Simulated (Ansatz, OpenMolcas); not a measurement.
A correction line for TPSS/cc-pVTZ: atomisation enthalpy at 298 K

The atomisation enthalpy at 298 K in kJ/mol of 6 N-containing molecules: x at TPSS/cc-pVTZ, y from tabulated heats of molecules and atoms (Active Thermochemical Tables, NIST-JANAF tables). Shapes, held fixed at every level: PBE0-D4/def2-TZVP. Flexible molecules stand in one conformer, not always the lowest. Computed values hold a harmonic thermal term (PBE0-D4/def2-TZVP) and the atoms' spin-orbit lowering. Programs: OpenMolcas 26.06.

```
                  molecule  x (kJ/mol)  y (kJ/mol)
  NClO (nitrosyl chloride)         834         790
NF3 (nitrogen trifluoride)         909         843
       N2O (nitrous oxide)        1156        1112
    HCN (hydrogen cyanide)        1276           ?
        HOCN (cyanic acid)        1664        1671
          N2H4 (hydrazine)        1728        1721
```

Question: Fit y = c + s·x to the known rows and predict y for HCN.

Answer: 
1. Means of the 5 rows: x = 1258.20, y = 1227.4.
2. Σ(Δx)² = 697717, Σ(Δx·Δy) = 743478, so the slope is 743478/697717 = 1.0656.
3. Intercept: 1227.4 − (1.0656) × 1258.20 = -113.3. The largest residual of the fit is 15.
4. HCN: -113.3 + 1.0656 × 1276 = 1246 kJ/mol.

The tabulated heats give 1278 kJ/mol, so the prediction is off by -32 kJ/mol, more than the largest residual. Uncorrected, TPSS/cc-pVTZ misses HCN by -2 kJ/mol, and the other rows by 34 on average. The line makes this one worse. Left out in turn, the other rows are missed by 18 kJ/mol on average.
